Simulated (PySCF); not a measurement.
**How the method moves the HOMO and LUMO of `C/C=C(\C)F`**

Species: C4H7F.
Cartesian coordinates in Å at the PBE0-D3(BJ)/def2-SVP level; atoms count from 1:
```
atom  x, y, z in Å
C1     1.5642   -0.3413   -0.4449
C2     0.5140    0.7146   -0.5235
C3    -0.7206    0.6591   -0.0211
C4    -1.3994   -0.4274    0.7297
F5    -1.5291    1.7218   -0.1890
H6     1.8720   -0.6717   -1.4511
H7     1.2331   -1.2306    0.1093
H8     2.4723    0.0402    0.0508
H9     0.7685    1.6445   -1.0430
H10   -2.3002   -0.7576    0.1878
H11   -1.7305   -0.0584    1.7137
H12   -0.7443   -1.2932    0.8812
```

Basis pcSseg-2 throughout (PySCF), one geometry. Isolated species at its PBE0-D3(BJ)/def2-SVP geometry, gas phase.

How do the orbital energies, the gap and the dipole change with the method?

```csv
method,kind,HOMO (eV),LUMO (eV),gap (eV),μ (D),SCF cycles
BLYP,GGA,-5.52,-0.24,5.28,1.67,16
OPBE,GGA,-5.60,-0.23,5.36,1.61,15
B97-D,GGA,-5.61,-0.25,5.36,1.66,14
PBE,GGA,-5.64,-0.34,5.30,1.65,16
KT2,GGA,-5.67,-0.30,5.37,1.68,16
KT3,GGA,-5.70,-0.31,5.38,1.66,15
BP86,GGA,-5.73,-0.42,5.32,1.66,14
LDA,LDA,-5.79,-0.54,5.25,1.73,15
B3LYP,global hybrid,-6.63,0.30,6.93,1.77,14
HF,Hartree–Fock,-9.44,2.62,12.06,1.96,11
```

The HOMO spans 3.92 eV, from BLYP down to HF, and the gap runs from 5.25 eV (LDA) to 12.06 eV (HF). Over the methods BLYP (0 %), OPBE (0 %), B97-D (0 %), PBE (0 %), KT2 (0 %), KT3 (0 %), BP86 (0 %), LDA (0 %), B3LYP (20 %), HF (100 %), a straight line through the gap against the share of exact exchange rises by 0.68 eV for each 10 % (correlation coefficient 0.999). The dipole ranges from 1.61 D (OPBE) to 1.96 D (HF). This basis has no diffuse functions.
